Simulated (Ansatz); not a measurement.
**SiSF (doublet): from Hartree-Fock to the top rungs at a displaced geometry (v1), cc-pVDZ**

Aim: climb from Hartree-Fock through coupled cluster for SiSF (doublet) at one geometry and basis, and see what each rung misses.

The runs use Ansatz 0.2.0, Gaussian basis; cc-pVDZ, core rule «outside noble gas», up to 11 orbitals frozen.

The runs, in order: UHF; CCSD(T) on ROHF; CCSD(T) on UHF; BCCD(T) on ROHF; CISD; CCSDT(Q) on ROHF; CCSDT(Q) on UHF.

32 further runs of the same task are left out: 13 for a known fault of the program, 7 that didn't finish, 12 set aside as unsound or not needed.

### 1 What is computed

The geometry is a PBE0/def2-TZVP stationary point (not a proven minimum) with its atoms shifted at random (size 0.040 Å).

3 atoms, charge 0, spin multiplicity 2.

Atoms are counted from 1 here; the program's logs count them from 0.

Bond lengths: F1–Si3 1.614 Å, S2–Si3 1.889 Å. Angles: F1–Si3–S2 129.8°.

### 2 UHF

Contents of in.yaml:

```yaml
crystal:
  periodic: [false, false, false]
  atoms:
    - {symbol: F, position_ang: [-0.016387, 0.413988, 1.766419]}
    - {symbol: S, position_ang: [-0.017220, 0.141997, -1.396274]}
    - {symbol: Si, position_ang: [0.030744, -0.442159, 0.399224]}
basis:
  gaussian: {orbitals: cc-pVDZ}
magnetization: {spin_polarized: true, initial_magnetization: 1}
hamiltonian: {xc: hf}
output: {orbitals: {seedname: orbitals}}
```

Started as:

```sh
$ ansatz run in.yaml --threads 1 --pin off --events-out ev --progress --plain --max-ram 2393MiB
```

The runs that follow: CCSD(T) on ROHF; CCSD(T) on UHF; BCCD(T) on ROHF; CISD; CCSDT(Q) on ROHF; CCSDT(Q) on UHF.

**Question.** What will the summary of the whole plan be? Wanted: UCCSDT(Q) below the RHF energy; RMP2 from UCCSDT(Q); UMP2 from UCCSDT(Q); RCCSD from UCCSDT(Q); RCCSD(T) from UCCSDT(Q); UCCSD(T) from UCCSDT(Q); RCCSDT(Q) from UCCSDT(Q); T1 diagnostic.

The runs gave:

| quantity | value |
| --- | --- |
| UCCSDT(Q) below the RHF energy | -11.4307 eV |
| RMP2 from UCCSDT(Q) | +896.8 meV |
| UMP2 from UCCSDT(Q) | +893.9 meV |
| RCCSD from UCCSDT(Q) | +406.5 meV |
| RCCSD(T) from UCCSDT(Q) | +66.5 meV |
| UCCSD(T) from UCCSDT(Q) | +67.7 meV |
| RCCSDT(Q) from UCCSDT(Q) | +6.0 meV |
| levels within 1 kcal/mol (43 meV) | RCCSDT, UCCSDT, RCCSDT(Q) |
| T1 diagnostic | 0.028 |

**Reading.** RCCSD(T) lands +66.5 meV from the yardstick (0.6 % of the correlation energy). These misses are within one basis, not against nature; the frozen cores of restricted and unrestricted runs differ, which can shift their rows.
